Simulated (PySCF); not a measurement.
**Orbital picture of NaO**

r²SCAN at R = 2.062 Å; PySCF, no relativity, basis sets Na pcseg-1, O pcseg-1. State: ²Π (doublet), unpaired electrons π ↑. Only the outer orbitals are listed, counted within each symmetry.

```csv
spin,orbital,occ.,ε (eV),on Na (%),main shells (%)
α,3σ,1,-59.18,100,100 Na s
α,1π,1,-29.89,100,100 Na p
α,1π,1,-29.87,100,100 Na p
α,4σ,1,-29.76,100,100 Na p
α,5σ,1,-20.47,2,98 O s
α,2π,1,-6.03,2,98 O p
α,6σ,1,-4.36,6,93 O p
α,2π,1,-4.00,4,96 O p
α,7σ,0,-1.42,97,"82 Na s, 16 Na p"
α,3π,0,1.66,99,99 Na p
α,3π,0,1.72,97,97 Na p
β,3σ,1,-59.18,100,100 Na s
β,1π,1,-29.90,100,100 Na p
β,1π,1,-29.87,100,100 Na p
β,4σ,1,-29.76,100,100 Na p
β,5σ,1,-17.98,3,97 O s
β,6σ,1,-3.61,11,"88 O p, 11 Na s"
β,2π,1,-3.28,6,94 O p
β,7σ,0,-1.52,94,"75 Na s, 18 Na p"
β,2π,0,-1.36,14,"86 O p, 14 Na p"
β,3π,0,1.59,95,95 Na p
```

Task: Which are the highest filled and the lowest empty level, where do they sit, and how wide is the gap?

Result: Highest filled β 2π at -3.28 eV (in %: 94 O p); lowest empty β 7σ at -1.52 eV (in %: 75 Na s, 18 Na p); the gap at r²SCAN is 1.76 eV.

```json
{
  "bond order (Mayer)": "0.59",
  "⟨S²⟩": "0.764",
  "charge on Na (Mulliken, basis-dependent)": "0.68",
  "charge on Na (Löwdin, basis-dependent)": "0.59",
  "dipole moment (positive dipole means Na(−)O(+))": "-7.46 D"
}
```

The state is the lowest determinant that a PBE0 search found; another state may lie lower at other levels.
